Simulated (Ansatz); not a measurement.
The input, for Ansatz 0.2.0:

```yaml
crystal:
  periodic: [false, false, false]
  atoms:
    - {symbol: Al, position_ang: [0.000000, 0.000000, 1.150006]}
    - {symbol: Al, position_ang: [0.000000, 0.000000, -1.150006]}
    - {symbol: H, position_ang: [0.000000, 0.000000, 2.724549]}
    - {symbol: H, position_ang: [0.000000, 0.000000, -2.724549]}
basis:
  gaussian: {orbitals: STO-3G, point_charges: [{charge: -0.50, position_ang: [4.544, -0.920, -0.250]}]}
correlation: {active_space: {window: {electrons: 6, orbitals: 4}, fixed_orbitals: true}}
```

```sh
$ ansatz run in.yaml --threads 1 --pin off --events-out ev --progress --plain --max-ram 2393MiB
```

Output:

```
211 factors; integrals over basis functions are off by at most 6.5e-5 eV
mean field evaluation 1: about -13028.1975 eV, gradient 1.7e1 eV
mean field evaluation 2: about -13028.2173 eV, gradient 1.7e1 eV
mean field evaluation 4: about -13029.6688 eV, gradient 2.2e-1 eV
mean field evaluation 8: about -13029.6676 eV, gradient 2.5e-6 eV
mean field evaluation 16: about -13030.7319 eV, gradient 2.7e-3 eV
mean field evaluation 32: about -13030.7184 eV, gradient 3.5e-2 eV
mean field evaluation 64: about -13030.7184 eV, gradient 5.0e-2 eV
mean field -13030.71848872 eV, -478.8700719223 hartree, gradient 1.9e-6 eV, S^2 0.000000; 13 other end points of the search recorded, 0 dependent functions left out
reference -13030.71848872 eV, -478.8700719223 hartree; 14, 14 occupied and 6, 6 virtual orbitals, 211 factors
state -13031.29023435 eV, -478.8910831865 hartree
Total energy: -13031.29023435 eV, -478.8910831865 hartree
```

Natural occupations: 1.9973 1.9906 1.7007 0.3114.

Ran on 1 thread of Intel Xeon, shared host: 1.2 s wall, 0.07 GiB peak host memory.
